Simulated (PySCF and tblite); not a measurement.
Results of a calculation; reference values are marked as such.
C₅H₆O, numbered as in [OH:1][C:2]1=[CH:3][CH:4]=[CH:5][CH2:6]1.

Free energies: B3LYP-D3(BJ)/def2-SVP (IEF-PCM, methanol) on GFN2-xTB structures plus GFN2-xTB thermal terms, symmetry and mirror images included. Conformers within 2.5 kcal/mol (GFN2-xTB free energy) were kept, 6 at most. (PySCF 2.14, tblite 0.8.)

Torsions listed: H1–O1–C2–C6. The 5-ring runs over atoms 2–3–4–5–6.

| conformer | shape | symmetry | E(GFN2) kcal/mol |
| --- | --- | --- | --- |
| 1 | 5-ring flat; 0° | Cs | 1.59 |
| 2 | 5-ring flat; 180° | Cs | 0.00 |

(1) Which of these conformers is the most populated at 298.15 K, and with what share?

(2) Give the DFT energies and free energies relative to the lowest, and all weights.

(3) How does its share change from 250 K to 350 K?

## Answers

(1) Conformer 2, about 67 %. The lead over the next is within the error of the method.

(2) 
```tsv
conformer	shape	E(DFT) kcal/mol	G(298.15 K) kcal/mol	weight %
1	5-ring flat; 0°	0.64	0.43	32.7
2	5-ring flat; 180°	0.00	0.00	67.3
```

(3) From 71 % to 64 %; the mixing entropy goes from 1.19 to 1.30 cal/(mol K).
